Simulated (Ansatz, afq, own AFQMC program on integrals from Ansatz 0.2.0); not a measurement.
AFQMC on a folder of integrals that Ansatz 0.2.0 wrote.

```yaml
crystal:
  periodic: [false, false, false]
  atoms:
    - {symbol: Si, position_ang: [0.000000, -0.086559, 2.805147]}
    - {symbol: Al, position_ang: [0.000000, -0.028386, -2.948284]}
    - {symbol: H, position_ang: [0.000000, 3.171759, 0.759243]}
basis:
  gaussian: {orbitals: 6-31G}
magnetization: {spin_polarized: false, initial_magnetization: 2}
correlation: {method: ccsd_t, electrons: outside_noble_gas, hamiltonian_folder: ham}
```

```sh
$ ansatz run in.yaml --threads 1 --pin off --events-out ev --progress --plain --max-ram 24576MiB --backend cuda --devices 0, --max-vram 18GiB
```

afq runs on the folder ham with

```
--method phaseless --trial cisd --walkers 4000 --populations 20 --least-time 60 --time-step 0.005 --steps-per-block 50 --equilibration-blocks 40 --max-blocks 4000 --target-error 0.00034 --factor-cut 1e-05 --start spin_pure --seed 7258 --release-times 0.24,0.51,0.99,1.62,2.4 --release-step 0.03 --release-every 3 --taylor-order 6
```

Times are imaginary, in 1/Eh. The walk had a cap of 122 s. With eight or more populations the least sampling time is a fifth of least-time, and the error comes from their spread.

Log:

```
orbitals 18  electrons 5 3  factors 78 of 312
reference energy -531.06050484 Eh
CCSD correlation -0.17350120 Eh in 42 cycles, weight of the determinant in the CISD state 0.3616
energy of the start -531.234032 Eh
 block  time / (1/Eh)  mean weight  energy / Eh
     1     0.250  0.9999  -531.231246
     2     0.500  1.0001  -531.229549
     3     0.750  0.9998  -531.228659
     4     1.000  1.0001  -531.228254
     5     1.250  1.0000  -531.228140
    10     2.500  1.0000  -531.229446
    19     4.750  1.0000  -531.232281
    29     7.250  1.0000  -531.231582
    39     9.750  1.0001  -531.231743
    49    12.250  1.0000  -531.233374
    59    14.750  0.9999  -531.231222
    69    17.250  1.0000  -531.231277
    79    19.750  1.0001  -531.231130
    87    21.750  0.9993  -531.229073
    89    22.250  0.9998  -531.229401
error from the spread of 20 populations
released: time / (1/Eh)  energy / Eh  error  mean overlap
  0.24  -531.231683  0.000240  1.0000
  0.51  -531.232073  0.000247  0.9999
  0.99  -531.232649  0.000197  0.9984
  1.62  -531.233103  0.000195  0.9963
  2.40  -531.233702  0.000149  0.9955
energy -531.231421 +/- 0.000218 Eh
(rows thinned)
```

The run passed its tests (sampling time, drift between the halves within three errors, error under three times the target), which doesn't prove that it has relaxed. The second half of the sampling lies above the first by 2.4 errors of their difference, so the energy may still be moving and its error bar be too small.

Against this walk (error 5.9 meV) on the same determinant: CCSD(T) 129.2 meV lower, full CI 160.1 meV lower. The error is statistical and leaves out the bias of the constraint. The released energies are still falling (meV from the phaseless value at times in 1/Eh: -7 ± 7 at 0.24, -18 ± 7 at 0.51, -33 ± 5 at 0.99, -46 ± 5 at 1.62, -62 ± 4 at 2.40), so they give no level; they do show a bias of the constraint, and the last of them that isn't too noisy lies 98 meV above full CI. Full CI is exact here, so the walk's 160 meV above it is the walk's own error: the bias of the constraint with this trial, or a walk that hasn't relaxed. It lies above even CCSD, by 70 meV. The determinant is a poor start (see the cautions), so the low cluster orders aren't to be relied on, and full CI is the sure value.

Cautions: constraint bias not in the error; lower spins were not checked; a spin-contaminated unrestricted determinant lies lower (UHF 3.32 eV lower, ⟨S²⟩ 2.99); the search met a lower determinant of the same kind, perhaps of another symmetry (1.69 eV lower), and this one is a saddle point; strong correlation (T1 0.253, weight of the determinant 0.36, largest double 0.39); the CCSD(T) amplitudes may be one of several solutions (largest double 0.39); the next higher spin lies close (full CI puts it 61 meV above).

The walk took 17 s on 1 × NVIDIA H100 80GB HBM3 with 2 threads of AMD EPYC 7R13 Processor (Zen 3), on a shared host (the card was shared). The log's last line is the phaseless energy.

A walk keeps the symmetry of its determinant, which the program's search chose and which needn't be the lowest solution, so a lower state of the same spin and another symmetry isn't excluded.
